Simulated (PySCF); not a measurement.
Towards the basis-set limit for SH⁻

State: ¹Σ⁺, singlet, closed shell. De refers to H + S⁻. RHF-based CCSD(T) in PySCF 2.14 with H aug-cc-pVTZ, S aug-cc-pV(T+d)Z and H aug-cc-pVQZ, S aug-cc-pV(Q+d)Z (frozen core orbitals: 5; no relativity). Correlation energies are extrapolated as n⁻³ (n = 3, 4), Hartree–Fock as (n+1)·exp(−9√n). CV is the change on freezing 1 orbitals instead, in H cc-pVTZ, S cc-pwCVTZ. SR is the spin-free X2C energy in H cc-pVTZ-DK, S cc-pVTZ-DK less the non-relativistic one in H cc-pVTZ, S cc-pVTZ.

| Level | Re (Å) | ωe (cm⁻¹) | ωexe (cm⁻¹) | αe (cm⁻¹) | De (eV) |
| --- | --- | --- | --- | --- | --- |
| CCSD(T)/TZ | 1.3464 | 2642.1 | 52.8 | 0.295 | 3.991 |
| CCSD(T)/QZ | 1.3454 | 2650.6 | 52.4 | 0.294 | 4.030 |
| HF/CBS | 1.3327 | 2783.3 | 47.7 | 0.271 | 2.832 |
| MP2/CBS | 1.3386 | 2728.3 | 46.4 | 0.272 | 4.077 |
| CCSD/CBS | 1.3423 | 2678.3 | 51.1 | 0.289 | 3.989 |
| CCSD(T)/CBS | 1.3452 | 2654.2 | 51.9 | 0.292 | 4.054 |
| CCSD(T)/CBS+CV | 1.3434 | 2658.9 | 52.0 | 0.293 | 4.062 |
| CCSD(T)/CBS+CV+SR | 1.3436 | 2653.9 | 52.0 | 0.294 | 4.055 |

Problem. How much is left between CCSD(T)/QZ and the basis-set limit, and how much do the triples give at the limit?

Solution. CCSD(T)/CBS less CCSD(T)/QZ: -0.2 mÅ in Re, +3.6 cm⁻¹ in ωe and +0.024 eV in De. CCSD(T)/CBS less CCSD/CBS: +2.9 mÅ in Re, -24.1 cm⁻¹ in ωe and +0.065 eV in De.

Problem. What do the later terms add?

Solution. CV: -1.8 mÅ in Re, +4.7 cm⁻¹ in ωe and +0.008 eV in De; SR: +0.2 mÅ in Re, -5.0 cm⁻¹ in ωe and -0.007 eV in De, each against the row above.

The T1 diagnostic is 0.010. The open-shell atoms are computed with UHF. Spin–orbit coupling, excitations beyond (T) and corrections to the Born–Oppenheimer picture are left out.

The whole job (state search and all basis sets along the bond) took about 2.2 min on 4 threads of Intel Xeon 6975P-C (shared host), peak memory 4.1 GiB.
